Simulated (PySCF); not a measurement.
# Dipole moment and polarisability of `CC[C@@H]1[C@H]2C[C@@H]12`

C₆H₁₀.
Cartesian coordinates in Å at the GFN2-xTB level; atoms count from 1:
```
atom  x, y, z in Å
C1    -1.7401   -0.2365    1.4414
C2    -1.2781   -0.3755   -0.0059
C3    -0.0151    0.4147   -0.2660
C4     0.9059   -0.0161   -1.3671
C5     2.1271    0.6721   -0.8479
C6     1.3133   -0.2054    0.0481
H7    -1.9439    0.8052    1.6782
H8    -2.6474   -0.8120    1.6094
H9    -0.9711   -0.5960    2.1207
H10   -1.0957   -1.4286   -0.2314
H11   -2.0678   -0.0221   -0.6743
H12   -0.1271    1.4837   -0.0881
H13    0.7589   -0.6712   -2.1984
H14    3.0911    0.3027   -1.1749
H15    2.1023    1.7464   -0.6979
H16    1.5800   -1.0524    0.6425
```

Level: PBE0/def2-SVPD (PySCF), static field, nuclei fixed, core orbitals frozen in the response. The polarisability tensor in these axes (au):

```
x   75.63  3.13 -6.99
y    3.13 60.90 -0.70
z   -6.99 -0.70 65.26
```

Problem. Give the principal values, the mean and the anisotropy Δα = √{½[(α1 − α2)² + (α2 − α3)² + (α1 − α3)²]}.

Solution. Principal values 60.03, 62.10 and 79.67 au; mean 67.26 au = 9.97 Å³ = 11.09 × 10⁻⁴⁰ C²·m²/J; Δα = 18.69 au (28 % of the mean).

Problem. What is the dipole moment, and where does it point?

Solution. (-0.11, -0.59, -0.08) D, 0.60 D in size, pointing from the negative to the positive side. Measured along this direction, the outermost atoms are H15 at the negative end and H10 at the positive end.

Problem. Directions of the eigenvectors, and the extent of the frame along each?

Solution. Largest value along (0.88, 0.16, -0.44), where the nuclei span 6.47 Å; middle along (0.34, 0.41, 0.85), 3.10 Å; least along (-0.32, 0.90, -0.30), 3.04 Å. 

Problem. How large is μ²/3kT at 298 K beside α?

Solution. In Gaussian units μ²/3kT = 2.94 Å³ against 9.97 Å³, a ratio of 0.29; the Debye molar polarisation (4π/3)N_A(α + μ²/3kT) is 32.6 cm³/mol, leaving out the vibrational part.

Problem. What are the principal values of the traceless quadrupole moment, Θ = ½Σq(3rr − r²1), about the centre of nuclear charge?

Solution. -1.68, -0.35, 2.03 D·Å. The values depend on the origin, since the dipole doesn't vanish. The electronic extent ⟨r²⟩ about the same centre is 675 bohr², a root-mean-square distance of 2.03 Å for the 46 electrons.

One conformer (not necessarily the lowest) at the GFN2-xTB geometry, without solvent, vibrations or thermal averaging.
